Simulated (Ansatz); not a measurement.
Structure relaxation of Ga2F3

Method: DFT PBE, scalar-relativistic, plane waves, PAW in Ansatz 0.2.0. Cutoff 420 eV, Γ-centred k mesh, Gaussian smearing, no spin polarisation in the final step.

Ga2F3 was placed on the sites of a reported Ga3Ni2 cell (P-3m1, No. 164), with Ga in place of Ni, F in place of Ga, at a guessed volume.

```
Ga F
1.0
     3.94744    0.00000    0.00000
    -1.97372    3.41858    0.00000
     0.00000    0.00000    4.76617
Ga F
2 3
Direct
  0.33333 0.66667 0.13800
  0.66667 0.33333 0.86200
  0.00000 0.00000 0.00000
  0.33333 0.66667 0.62500
  0.66667 0.33333 0.37500
```

Steps on the 6×6×4 mesh (5 atoms). 9 of 11 steps are shown, and the free energy counts from the last. Trial steps that were taken back and renewals of the plane-wave basis can be among the rows.

```csv
step,ΔF (meV/atom),V (Å³/atom),P (GPa),largest force component (eV/Å)
1,211.0,12.86,7.44,2.371
2,84.8,13.48,2.75,1.172
3,30.2,14.10,-0.65,0.599
4,22.7,14.20,1.69,0.778
5,16.3,14.57,-2.22,0.190
6,12.6,14.25,-0.14,0.007
7,2.2,14.25,1.15,0.008
8,1.7,14.46,0.31,0.028
11,0.0,14.58,0.02,0.003
```

A final relaxation ran on a 12×12×8 mesh. The relaxed crystal, P-3m1 (No. 164):

Space group P-3m1 (No. 164). a = 4.204 Å, b = 4.204 Å, c = 4.770 Å, α = 90.00°, β = 90.00°, γ = 120.00°
| atom | site | symmetry | x | y | z |
| --- | --- | --- | --- | --- | --- |
| Ga | 2d | 3m. | 0.3333 | 0.6667 | 0.1916 |
| F | 1a | -3m. | 0.0000 | 0.0000 | 0.0000 |
| F | 2d | 3m. | 0.3333 | 0.6667 | 0.5972 |

```
Volume per atom          : 14.6 Å³
Density                  : 4.5 g/cm³
Energy over the elements : -1.60 eV/atom
Gap on the 12×12×8 mesh  : 0 eV (a metal)
```

The zero of energy is the elements' standard structures at the same level (F₂ as a molecule); no fitted shifts are applied.

The final run used a 12×12×8 mesh on its 5-atom cell and 0.10 eV smearing. The k mesh leaves about 4 meV/atom of noise in metals. Weakly bound directions are ill-defined at this level, which has no dispersion term.

Symmetry constrained the relaxation, so the result can be a saddle point.

Cost: 3 runs of about 0.78 core-minutes in all, on Intel Xeon 6975P-C (Granite Rapids) (shared hosts).